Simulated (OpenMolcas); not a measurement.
# How basis sets differ on AlH5S (SMILES [AlH3-][SH2+])

AlH5S: 7 atoms, total charge 0, spin state singlet. SMILES: `[AlH3-][SH2+]`. Geometry: a GFN2-xTB relaxation, a rough one for these elements and not checked as a minimum.

Quantity: the HOMO–LUMO gap, in eV. The values are calculated.

```
            level          kind     program  value (eV)
HF/ANO-R0 (sfX2C)  Hartree–Fock  OpenMolcas       13.27
        HF/STO-3G  Hartree–Fock  OpenMolcas       19.32
         HF/3-21G  Hartree–Fock  OpenMolcas       13.70
      HF/def2-SVP  Hartree–Fock  OpenMolcas       13.97
```

The values span 13.27 to 19.32 eV. A Hartree–Fock LUMO above zero doesn't converge with the basis: it sinks as sets grow more diffuse. Orbital gaps aren't excitation energies.
